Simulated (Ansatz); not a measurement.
Compare A (`OCC=S`) with its isomer B (`O=S1CC1`).

Isolated molecules relaxed with PBE0-D4/def2-TZVP in Ansatz; ΔE leaves out vibrations. CBS: MP2 limit from def2 TZ/QZ plus the TZ coupled-cluster correction, frozen cores. This one scheme is used for every species. Functionals use def2-TZVPP. B3LYP here is the variant with VWN-RPA as its local correlation; programs differ in this. One conformer a species, not always the lowest.

(1) Which isomer does CCSD(T)/CBS put lower? Give the gap. (An estimate is asked.)

(2) Give E(B) − E(A) in kJ/mol with CCSD(T)/def2-TZVPP, PBE-D4, HF/def2-TZVPP, ωB97M-V, B3LYP-D4, r2SCAN-D4, MP2/def2-TZVPP. (Best estimate.)

(3) Does the order hold for the free energy at 298.15 K (harmonic terms from PBE0-D4)? (Estimate.)

Largest T1 diagnostic: 0.017.

## Answers

(1) Ansatz gave: A, by 66.7 kJ/mol.

(2) The calculation gave: CCSD(T)/def2-TZVPP 78.4, PBE-D4 46.4, HF/def2-TZVPP 101.0, ωB97M-V 66.1, B3LYP-D4 68.9, r2SCAN-D4 47.2, MP2/def2-TZVPP 62.3. None reverses the order clearly.

(3) Computed: Yes: G(B) − G(A) = +66.9 kJ/mol, for one conformer each.

From BLYP to BHLYP (50 % exact exchange), in def2-TZVPP and without D4, E(B) − E(A) moves by +13.4 kJ/mol. Leaving LDA and LC-ωPBE aside and taking each functional with its dispersion term where it has one, the values, not all of them listed here, spread over 33.5 kJ/mol, from revPBE-D4 to BHLYP-D4.
